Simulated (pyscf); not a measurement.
PySCF, gas phase, ωB97X-D3(BJ)/def2-SVP geometries.

**Question.** Estimate by transition-state theory (the high-pressure limit) the rate constant of HO–GaH₂ (SMILES [OH][GaH2]) + H₂C=CH₂ (SMILES C=C) → H₃C–CH₂–O–GaH₂ (SMILES CC[O][GaH2]) (singlet surface; H–O broken, C–O, C–H formed) at 900 K, with ωB97M-D3(BJ)/def2-TZVP energies (ideal gas, 1 atm, RRHO with modes under 100 cm⁻¹ raised to 100, one conformer, R ln 2 for chiral ones without a mode under 150 cm⁻¹; no tunnelling).

**Answer.** The electronic barrier is 51.7 kcal/mol and the thermal terms add +29.0, so ΔG‡ = 80.7 kcal/mol. With k_BT/h = 1.88e+13 s⁻¹ and RT = 1.788 kcal/mol, and a volume of 1.23e-19 cm³ per molecule at 1 atm, k = 5.7e-26 cm³ molecule⁻¹ s⁻¹. The product is born with the 66 kcal/mol of the reverse barrier and needs collisions to keep. Wigner's tunnelling factor for 1816i cm⁻¹ would be 1.35. A shift of 1 kcal/mol in the barrier changes k by a factor 1.7. One saddle was located; it need not be the lowest between these sides. Elements up to Kr have no core potential and no relativistic terms here.
